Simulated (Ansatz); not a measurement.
The input, for Ansatz 0.2.0:

```yaml
crystal:
  periodic: [false, false, false]
  atoms:
    - {symbol: Be, position_ang: [0.000000, 0.000000, 0.266601]}
    - {symbol: Be, position_ang: [0.000000, 0.000000, -1.881688]}
    - {symbol: H, position_ang: [0.000000, 0.000000, 1.615087]}
basis:
  gaussian: {orbitals: cc-pVDZ}
magnetization: {spin_polarized: false, initial_magnetization: 1}
correlation: {method: fic_mrcisd_q, electrons: outside_noble_gas, active_space: {window: {electrons: 5, orbitals: 9}, shells: [{species: Be, l: s, shell: 2}, {species: Be, l: p, shell: 2}, {species: H, l: s, shell: 1}]}}
```

```sh
$ ansatz run in.yaml --threads 1 --pin off --events-out ev --progress --plain --max-ram 2393MiB
```

The program prints:

```
568 factors; integrals over basis functions are off by at most 2.3e-7 eV
mean field evaluation 1: about -808.5271 eV, gradient 7.7e0 eV
mean field evaluation 2: about -808.5729 eV, gradient 7.9e0 eV
mean field evaluation 4: about -809.8986 eV, gradient 1.1e0 eV
mean field evaluation 8: about -809.9424 eV, gradient 2.6e-4 eV
mean field evaluation 16: about -809.9410 eV, gradient 2.7e-1 eV
mean field -809.94239365 eV, -29.7648339679 hartree, gradient 3.0e-6 eV, S^2 0.750000; 2 other end points of the search recorded, 0 dependent functions left out
reference -809.94239365 eV, -29.7648339679 hartree; 5, 4 occupied and 28, 29 virtual orbitals, 568 factors
state -811.30897300 eV, -29.8150548327 hartree
contracted CI cycle   1: correlation 0.00000000 eV, 0.0000000000 hartree, residual 6.32e0 eV
contracted CI cycle   2: correlation -0.78943912 eV, -0.0290113525 hartree, residual 1.47e0 eV
contracted CI cycle   3: correlation -0.83626712 eV, -0.0307322497 hartree, residual 4.17e-1 eV
contracted CI cycle   4: correlation -0.83955358 eV, -0.0308530250 hartree, residual 1.01e-1 eV
contracted CI cycle   5: correlation -0.83974985 eV, -0.0308602379 hartree, residual 2.89e-2 eV
contracted CI cycle   6: correlation -0.83976430 eV, -0.0308607687 hartree, residual 7.48e-3 eV
contracted CI cycle   7: correlation -0.83976538 eV, -0.0308608084 hartree, residual 2.19e-3 eV
contracted CI cycle   8: correlation -0.83976548 eV, -0.0308608122 hartree, residual 7.05e-4 eV
state -811.30897300 eV, -29.8150548327 hartree; corrected -812.16814064 eV, -29.8466286610 hartree
Total energy: -812.16814064 eV, -29.8466286610 hartree
Checks for a lower state left out: starts, orbital_swaps
```

Natural occupations: 1.9808 1.9001 0.9842 0.0416 0.0416 0.0193 0.0126 0.0099 0.0099.

For the same geometry and basis full CI lies 7.8 meV lower.

Ran on 1 thread of Arm Neoverse N1, shared host: 6 s wall, 0.32 GiB peak host memory.
